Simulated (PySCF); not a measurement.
Species: C₅H₉O (doublet state).
SMILES with atom numbers: `[OH:1][C@H:2]1[CH2:3][CH:4][CH2:5][CH2:6]1` (hydrogens: H7 on O1; H8 on C2; H9, H10 on C3; H11 on C4; H12, H13 on C5; H14, H15 on C6)

Geometry (GFN2-xTB, Å), atoms numbered from 1 in this order:
```xyz
15
C5H9O angstrom
O      1.4750   -1.3445   -0.4494
C      0.8854   -0.4920    0.5028
C      0.9031    0.9798    0.0456
C     -0.3895    1.1516   -0.6526
C     -1.3257    0.0388   -0.3707
C     -0.6107   -0.7878    0.7068
H      1.0078   -1.2237   -1.2842
H      1.4642   -0.6544    1.4153
H      1.7688    1.1917   -0.5900
H      0.9863    1.6401    0.9206
H     -0.6242    1.9848   -1.2855
H     -1.5166   -0.5654   -1.2707
H     -2.3064    0.3936   -0.0361
H     -0.8130   -1.8548    0.6274
H     -0.9089   -0.4498    1.6990
```

The hyperfine couplings belong to this conformer and change with its torsions.

The calculation used UKS B3LYP, pcH-1 on C H O, non-relativistic, mean-field spin-orbit, GIAO (PySCF 2.14.0). The structure is a single GFN2-xTB conformer in the gas phase; no vibrational or solvent corrections. Couplings are sensitive to structure, and on GFN2-xTB geometries they can be far from those on DFT ones.

Question: Count the α and β electrons and give S(S+1).

Answer: 47 electrons with 2S = 1: 24 α and 23 β; S(S+1) = 0.75.

Mulliken spin populations, one withheld:

```tsv
atom	bound to	population
O1	C2, H7	+0.0019
C2	O1, C3, C6, H8	+0.0075
C3	C2, C4, H9, H10	?
C4	C3, C5, H11	+1.0162
C5	C4, C6, H12, H13	-0.0883
C6	C5, C2, H14, H15	+0.0053
H7	O1	0.0000
H8	C2	+0.0001
H9	C3	+0.0291
H10	C3	+0.0639
H11	C4	-0.0424
H12	C5	+0.0561
H13	C5	+0.0384
H14	C6	+0.0004
H15	C6	-0.0007
```

Question: Complete the table.

Answer: The populations add up to Nα − Nβ = 1, and the others sum to 1.0875, so C3 holds -0.088.

Question: How is the spin shared among the elements?

Answer: Carbon +0.85, hydrogen +0.14, oxygen 0.00. The positive populations sum to 1.22, the negative ones to -0.22.

Question: With ⟨S²⟩ = 0.7540, find the sum of squared α–β overlaps and estimate the admixture of higher spin.

Answer: For a single determinant ⟨S²⟩ = S(S+1) + Nβ − Σ|⟨iα|jβ⟩|², so the squared overlaps of occupied orbitals sum to 23 − 0.0040 = 22.9960. If the quartet state (S + 1) were the only admixture, its weight would be 0.0040/(2S + 2) = 0.13 %. For Kohn–Sham this describes the determinant of the orbitals, not the true wave function.

Question: What Fermi-contact NMR shifts do the couplings of C2, C3, C5, C6, H7, H8, H14 imply at 298 K (Curie law, g = gₑ)?

Answer: δ = a_FC·h·gₑ μB S(S+1)/(3 g_N μN kT), with k/h = 20836.6 MHz/K:

```json
{"nuclei": "C2", "isotope": "13C", "a_FC (MHz)": "4.46", "g_N": "1.4048", "contact shift (ppm)": "+470"}
{"nuclei": "C3", "isotope": "13C", "a_FC (MHz)": "-33.96", "g_N": "1.4048", "contact shift (ppm)": "-3578"}
{"nuclei": "C5", "isotope": "13C", "a_FC (MHz)": "-34.34", "g_N": "1.4048", "contact shift (ppm)": "-3618"}
{"nuclei": "C6", "isotope": "13C", "a_FC (MHz)": "1.62", "g_N": "1.4048", "contact shift (ppm)": "+171"}
{"nuclei": "H7", "isotope": "1H", "a_FC (MHz)": "-0.38", "g_N": "5.5857", "contact shift (ppm)": "-10"}
{"nuclei": "H8", "isotope": "1H", "a_FC (MHz)": "-1.68", "g_N": "5.5857", "contact shift (ppm)": "-44"}
{"nuclei": "H14", "isotope": "1H", "a_FC (MHz)": "-2.01", "g_N": "5.5857", "contact shift (ppm)": "-53"}
```

The sign follows the spin density at the nucleus: positive density means a positive shift.
